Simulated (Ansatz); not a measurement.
Si₃⁺, relaxed as a doublet with UKS PBE-D4/def2-TZVP in Ansatz, starting from the PBE-D4/def2-TZVP geometry of the neutral singlet. Force threshold 0.02 eV/Å.

The relaxed charge 1 doublet is spin-contaminated (final ⟨S²⟩ up to 1.08, 0.75 for a pure state). The structure comes from a short search, and lower isomers may exist.

Start:

```tsv
atom	x (Å)	y (Å)	z (Å)
Si1	0.292	1.053	-0.148
Si2	0.568	-0.549	1.318
Si3	-0.860	-0.504	-1.170
```

(1) Estimate the energy that the relaxation releases and the steps that it takes.

(2) Does the start keep its bonding and symmetry?

(3) Predict the relaxed structure.

Answers

(1) 2.8 kcal/mol, in 5 steps; 6 s on 2 threads of Arm Neoverse V2 on a shared host. No frequencies were taken in this run, so the end may be a saddle point.

(2) Bonds formed: Si2–Si3 (atoms count from 1). Point group C2v at the start, C2v at the end, both within 0.05 Å.

(3) 
```csv
atom,x (Å),y (Å),z (Å)
Si1,0.328,1.183,-0.167
Si2,0.457,-0.611,1.166
Si3,-0.785,-0.572,-1.000
```
Bond lengths: 3 × Si–Si 2.24 to 2.50 Å.
